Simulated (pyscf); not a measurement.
Optimised with ωB97X-D3(BJ)/def2-SVP in PySCF.

Question: O=Nb(OH)(OH)–Cl → O=Nb(=O)–Cl + water (H₂O)
Surface: singlet. Broken: H–O, Nb–O. Formed: H–O. Give ΔE‡ and ΔE from HF/def2-TZVP, relative to the reactant's lowest minimum found.

Answer: ΔE‡ = 64.0 kcal/mol, ΔE = +77.7 kcal/mol. ωB97M-D3(BJ)/def2-TZVP gives 50.8 kcal/mol and +71.6 kcal/mol. Zero-point energy shifts the barrier by -1.8 kcal/mol. It is an elimination, with an imaginary mode of 1558i cm⁻¹. On the product side the descent ends in an adduct with a Nb–O contact, 39.9 kcal/mol under the separated species and 17.0 kcal/mol under the saddle at ωB97X-D3(BJ)/def2-TZVP. At HF the saddle lies under the separated products, which points to a path from their complex (located at ωB97X-D3(BJ) alone), and parting the products costs more than the saddle. What is counted as broken (Nb–O) persists as a longer contact in the product adduct; parting that adduct is a step of its own. At the saddle there is also a short H–Nb contact that neither side keeps. This is the saddle that the search found; another between the same sides may lie lower. Elements past Kr carry the def2 core potentials, without spin-orbit coupling.
